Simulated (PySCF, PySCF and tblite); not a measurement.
A run on one conformer of C5H8O, numbered as in [CH3:1]/[CH:2]=[CH:3]/[C:4]([CH3:5])=[O:6], from an ensemble study. The sound level was PBE0/pcSseg-1 (IEF-PCM, chloroform) on GFN2-xTB geometries.

Input:

```
{"job": {"xc": "PBE0", "basis": "pcSseg-1", "scf": {"max_cycle": 57}, "kind": "nmr", "pop": false}, "charge": 0, "multiplicity": 1}
C      2.735156     0.461477    -0.186514
C      1.304856    -0.103410     0.359333
C      0.009183     0.083880    -0.299710
C     -1.356695    -0.518712     0.329477
C     -2.724063    -0.181963    -0.551918
O     -1.386520    -1.225964     1.458367
H      3.219941     1.196117     0.627497
H      2.608175     1.050631    -1.219721
H      3.499430    -0.448579    -0.343734
H      1.329421    -0.717110     1.380355
H     -0.083658     0.688035    -1.319770
H     -2.614248    -0.640204    -1.652439
H     -3.686200    -0.648329    -0.018086
H     -2.855525     1.003611    -0.652531
```

Command: OMP_NUM_THREADS=1 python ens_run.py task.json out

Output:

```
final grid: 110224 points
cycle   1  E = -269.9311549724  dE = -2.770e-01  |g| = 8.580e-01  |ddm| = 3.004e+00
cycle   2  E = -268.8877739721  dE =  1.043e+00  |g| = 2.314e+00  |ddm| = 3.338e+00
cycle   3  E = -270.0887353084  dE = -1.201e+00  |g| = 1.366e-01  |ddm| = 2.831e+00
cycle   4  E = -270.0903189838  dE = -1.584e-03  |g| = 1.195e-01  |ddm| = 1.941e-01
cycle   5  E = -270.0936546824  dE = -3.336e-03  |g| = 3.759e-02  |ddm| = 9.892e-02
cycle   6  E = -270.0939965416  dE = -3.419e-04  |g| = 1.175e-02  |ddm| = 3.071e-02
cycle   7  E = -270.0940256003  dE = -2.906e-05  |g| = 4.319e-03  |ddm| = 8.826e-03
cycle   8  E = -270.0940294465  dE = -3.846e-06  |g| = 1.370e-03  |ddm| = 5.003e-03
cycle   9  E = -270.0940298464  dE = -3.999e-07  |g| = 1.545e-04  |ddm| = 1.449e-03
cycle  10  E = -270.0940298500  dE = -3.538e-09  |g| = 7.972e-05  |ddm| = 2.610e-04
cycle  11  E = -270.0940298517  dE = -1.708e-09  |g| = 1.253e-05  |ddm| = 9.182e-05
cycle  12  E = -270.0940298517  dE = -4.218e-11  |g| = 2.069e-06  |ddm| = 1.286e-05
converged SCF energy = -270.0940298517

GIAO shielding tensors (ppm)
atom      isotropic    diamagn.    paramagn.     s11        s22        s33       span
  0 C      137.213     246.874    -109.660    119.600    131.967    160.072     40.472
  1 C       -1.265     256.023    -257.288   -121.251    -21.329    138.784    260.035
  2 C       15.765     259.576    -243.810   -103.594     47.280    103.610    207.205
  3 C      -54.703     247.488    -302.191   -173.167    -57.181     66.238    239.405
  4 C      125.790     249.593    -123.803    106.800    107.119    163.451     56.651
  5 O     -464.886     400.791    -865.676  -1067.737   -600.014    273.094   1340.831
  6 H       26.545      25.154       1.391     23.801     24.658     31.176      7.375
  7 H       26.649      26.997      -0.349     23.586     26.211     30.150      6.564
  8 H       26.546      24.956       1.590     23.772     24.688     31.178      7.406
  9 H       21.849      30.067      -8.217     20.074     20.389     25.085      5.011
 10 H       22.611      31.633      -9.022     18.020     22.389     27.424      9.404
 11 H       26.465      26.444       0.020     24.127     26.092     29.175      5.047
 12 H       26.364      24.489       1.874     23.946     25.162     29.983      6.037
 13 H       26.465      26.685      -0.220     24.119     26.137     29.139      5.020
```

**Question.** What is wrong with this calculation?

**Answer.** The setting at fault: coordinates scaled (wrong unit or factor). (The solvent model also differs from the sound level's.) The run converged.
